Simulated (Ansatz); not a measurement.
Steps of a relaxation of C3H4F2O (`CO/C(F)=C/F`) with RKS PBE0-D4/def2-TZVP.

```sh
$ ansatz run in.yaml --threads 4 --pin off --events-out ev --progress --plain --max-ram 10444MiB
```

```yaml
crystal:
  periodic: [false, false, false]
  atoms:
    - {symbol: C, position_ang: [-0.124110, -1.603253, -0.275811]}
    - {symbol: O, position_ang: [-0.324020, -0.272972, -0.776258]}
    - {symbol: C, position_ang: [-0.300622, 0.699530, 0.145230]}
    - {symbol: F, position_ang: [-1.198490, 0.571501, 1.142061]}
    - {symbol: C, position_ang: [0.524908, 1.761476, 0.064247]}
    - {symbol: F, position_ang: [0.442933, 2.792180, 0.921971]}
    - {symbol: H, position_ang: [-0.163667, -2.276432, -1.150879]}
    - {symbol: H, position_ang: [-0.919491, -1.884468, 0.444033]}
    - {symbol: H, position_ang: [0.867652, -1.691989, 0.218850]}
    - {symbol: H, position_ang: [1.278107, 1.853229, -0.730544]}
basis:
  gaussian: {orbitals: def2-TZVP}
hamiltonian: {xc: pbe0, dispersion: d4}
relax: {f_tol: 0.005, max_steps: 150}
```

Positions (Å) and forces (eV/Å) along the path, 8 of 8 steps:

```xyz
10
step=1 energy=-10648.8656 eV
C    -0.124   -1.603   -0.276    0.062   -0.303    0.190
O    -0.324   -0.273   -0.776   -0.012    0.135    0.514
C    -0.301    0.700    0.145    0.480    0.568    0.032
F    -1.198    0.572    1.142    0.447    0.069   -0.551
C     0.525    1.761    0.064   -0.424   -0.722   -0.140
F     0.443    2.792    0.922    0.007   -0.411   -0.288
H    -0.164   -2.276   -1.151    0.008    0.399    0.414
H    -0.919   -1.884    0.444    0.383    0.182   -0.388
H     0.868   -1.692    0.219   -0.493    0.104   -0.274
H     1.278    1.853   -0.731   -0.458   -0.020    0.491
10
step=2 energy=-10648.9157 eV
C    -0.121   -1.594   -0.270    0.026   -0.077    0.034
O    -0.325   -0.272   -0.774   -0.025    0.041    0.200
C    -0.294    0.694    0.142    0.020    0.127    0.000
F    -1.195    0.575    1.126    0.191    0.013   -0.202
C     0.521    1.741    0.062   -0.083   -0.153   -0.028
F     0.443    2.761    0.923    0.002   -0.122   -0.083
H    -0.162   -2.257   -1.137    0.007    0.093    0.126
H    -0.908   -1.867    0.442    0.113    0.047   -0.111
H     0.862   -1.671    0.214   -0.148    0.025   -0.080
H     1.261    1.838   -0.725   -0.104    0.006    0.144
10
step=3 energy=-10648.9201 eV
C    -0.120   -1.588   -0.268    0.002    0.021   -0.008
O    -0.335   -0.271   -0.776   -0.037   -0.003    0.008
C    -0.302    0.696    0.134    0.015   -0.056    0.023
F    -1.192    0.575    1.119   -0.010    0.019   -0.027
C     0.518    1.733    0.059    0.031    0.001    0.004
F     0.447    2.745    0.926   -0.008    0.007    0.008
H    -0.161   -2.252   -1.128    0.002   -0.010   -0.010
H    -0.898   -1.862    0.446   -0.009   -0.005    0.010
H     0.862   -1.654    0.208    0.014    0.002    0.006
H     1.264    1.827   -0.715    0.001    0.024   -0.014
10
step=4 energy=-10648.9204 eV
C    -0.120   -1.588   -0.269    0.006    0.010   -0.006
O    -0.337   -0.271   -0.775   -0.012   -0.012    0.003
C    -0.299    0.694    0.136   -0.014    0.003   -0.020
F    -1.196    0.580    1.115   -0.004    0.002    0.014
C     0.521    1.730    0.062    0.007    0.003   -0.011
F     0.447    2.744    0.926   -0.001    0.004    0.014
H    -0.161   -2.253   -1.128    0.001   -0.010   -0.009
H    -0.896   -1.863    0.447   -0.010   -0.005    0.009
H     0.863   -1.653    0.206    0.011   -0.001    0.005
H     1.262    1.829   -0.717    0.015    0.006    0.000
10
step=5 energy=-10648.9205 eV
C    -0.120   -1.588   -0.269    0.006    0.002   -0.001
O    -0.341   -0.272   -0.775   -0.010   -0.005    0.001
C    -0.302    0.695    0.135    0.001    0.006   -0.015
F    -1.199    0.582    1.114   -0.005    0.003    0.009
C     0.521    1.730    0.061    0.003   -0.008   -0.005
F     0.448    2.742    0.928   -0.002    0.001    0.006
H    -0.161   -2.253   -1.128    0.000   -0.003   -0.002
H    -0.894   -1.864    0.449   -0.002   -0.002    0.003
H     0.865   -1.650    0.204    0.003    0.000    0.001
H     1.264    1.828   -0.716    0.005    0.004    0.002
10
step=6 energy=-10648.9207 eV
C    -0.118   -1.586   -0.269    0.004   -0.007    0.004
O    -0.349   -0.272   -0.776   -0.001    0.003   -0.003
C    -0.307    0.696    0.132    0.011    0.004   -0.005
F    -1.205    0.588    1.111   -0.005    0.003    0.004
C     0.522    1.726    0.061   -0.004   -0.007    0.004
F     0.452    2.737    0.931    0.001   -0.002   -0.003
H    -0.160   -2.254   -1.126    0.000    0.003    0.003
H    -0.888   -1.866    0.453    0.004    0.002   -0.003
H     0.869   -1.642    0.199   -0.005    0.001   -0.002
H     1.268    1.823   -0.713   -0.004   -0.002    0.001
10
step=7 energy=-10648.9207 eV
C    -0.118   -1.586   -0.269    0.001    0.005   -0.001
O    -0.352   -0.272   -0.777    0.003   -0.001    0.001
C    -0.309    0.696    0.131   -0.008   -0.006    0.001
F    -1.209    0.590    1.109   -0.003    0.002    0.003
C     0.522    1.725    0.062    0.006    0.002   -0.007
F     0.454    2.736    0.931    0.000   -0.003    0.000
H    -0.160   -2.254   -1.126    0.001    0.002   -0.001
H    -0.885   -1.866    0.455    0.001    0.001    0.001
H     0.871   -1.638    0.196    0.000   -0.004    0.001
H     1.269    1.819   -0.711   -0.001    0.002    0.002
10
step=8 energy=-10648.9207 eV
C    -0.117   -1.585   -0.269   -0.001    0.001   -0.002
O    -0.353   -0.272   -0.777    0.003   -0.001    0.001
C    -0.310    0.696    0.131   -0.004    0.000    0.003
F    -1.210    0.591    1.109    0.001    0.000   -0.001
C     0.522    1.724    0.062    0.002    0.000   -0.001
F     0.454    2.735    0.932    0.000    0.000    0.000
H    -0.160   -2.253   -1.126    0.000    0.000    0.000
H    -0.883   -1.866    0.456    0.000    0.000    0.000
H     0.872   -1.638    0.196    0.001    0.000    0.000
H     1.269    1.819   -0.711    0.000    0.000    0.000
```

Hardware: 4 threads of an Arm Neoverse V1 on a shared host. Wall time 26 s, peak host memory 0.49 GiB.
